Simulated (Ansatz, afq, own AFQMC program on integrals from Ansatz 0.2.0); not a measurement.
**SiH₂O, triplet in cc-pVDZ, levels against AFQMC with the constraint released**

```yaml
atoms:
  - { symbol: Si, position_ang: [-0.0123, -0.6255, 2.7342] }
  - { symbol: O, position_ang: [-0.4237, 0.0282, -2.8900] }
  - { symbol: H, position_ang: [0.0423, 0.6321, 3.5450] }
  - { symbol: H, position_ang: [0.3937, -0.0348, -3.3892] }
```

Connectivity, by distances: SiH ··· OH.

Basis cc-pVDZ. Noble-gas cores (and the filled d shells of Ga–Kr and In–Xe) are frozen. Ansatz 0.2.0 and our own AFQMC program on the same integrals; the CISD trial comes from CCSD amplitudes, and released means the phaseless constraint is let go. Error bars are statistical, one sigma.

Determinant: UHF, the one that the program's search chose, which needn't be the lowest solution. The geometry is a point of a scan.

No full CI on the walks' own integrals is used here. The released AFQMC energy serves as the reference, which it does only where one determinant dominates, the energy is flat over the last release times and near the phaseless one (40 meV or 2 meV an electron, half that with transition metals). On small molecules, where full CI could be run and the noise was under 10 meV, such values lay within 10 meV of it in 19 cases of 20, a flattering rate, since the rule was set on those same cases; what remains of the bias isn't in the error bar.

Cautions: lower spins were not checked; the released value is read at 2.40 1/Eh with a noise of 18 meV, more than in the cases checked (meV from the phaseless value at times in 1/Eh: -11 ± 13 at 0.24, 7 ± 12 at 0.51, -6 ± 12 at 0.99, 7 ± 15 at 1.62, 2 ± 18 at 2.40).

The T1 diagnostic is 0.0127 and the weight of the determinant in the CISD state is 0.887. The ⟨S²⟩ of the determinant is 2.023. The size of the correlated space is 12 electrons in 36 orbitals.

Reference: AFQMC with the constraint released, correlation energy -6.984 ± 0.018 eV.

```json
{"level": "HF", "E − E(reference) (kJ/mol)": "673.8 ± 1.8", "share of correlation (%)": "0.00"}
{"level": "MP2", "E − E(reference) (kJ/mol)": "113.6 ± 1.8", "share of correlation (%)": "83.14"}
{"level": "CCSD", "E − E(reference) (kJ/mol)": "11.3 ± 1.8", "share of correlation (%)": "98.33"}
{"level": "CCSD(T)", "E − E(reference) (kJ/mol)": "2.5 ± 1.8", "share of correlation (%)": "99.63"}
{"level": "ph-AFQMC/CISD", "E − E(reference) (kJ/mol)": "-0.2 ± 2.0", "share of correlation (%)": "100.04"}
```

Released energies are given only where the last usable release times agree within the noise; a slower fall can still hide under it.
